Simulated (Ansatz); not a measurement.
## Ansatz (development build ahead of 0.2.0) run

```yaml
crystal:
  periodic: [false, false, false]
  atoms:
    - { symbol: O, position_ang: [0.00671, 0.04861, -0.58749] }
    - { symbol: C, position_ang: [0.02801, 1.18489, 0.15425] }
    - { symbol: C, position_ang: [0.04667, -1.14881, 0.20126] }
    - { symbol: H, position_ang: [-0.03809, 2.00363, -0.46916] }
    - { symbol: H, position_ang: [-0.90929, 1.25956, 0.79973] }
    - { symbol: H, position_ang: [0.89993, 1.22215, 0.79098] }
    - { symbol: H, position_ang: [0.0299, -2.02629, -0.45647] }
    - { symbol: H, position_ang: [0.94395, -1.23675, 0.82912] }
    - { symbol: H, position_ang: [-0.88061, -1.23326, 0.88741] }
basis:
  gaussian: { orbitals: cc-pVDZ }
hamiltonian:
  xc: hf
correlation:
  method: mp2
  frozen_orbitals: { C: 1, H: 0, O: 1 }
```

The input is written out in the form of the current development build from the run's settings.

Output:

- Converged: yes
- Reference energy: -154.06651 hartree
- Correlation energy: -0.47822 hartree
- Total energy: -154.54473 hartree
- Spin squared of the determinant: 0.000
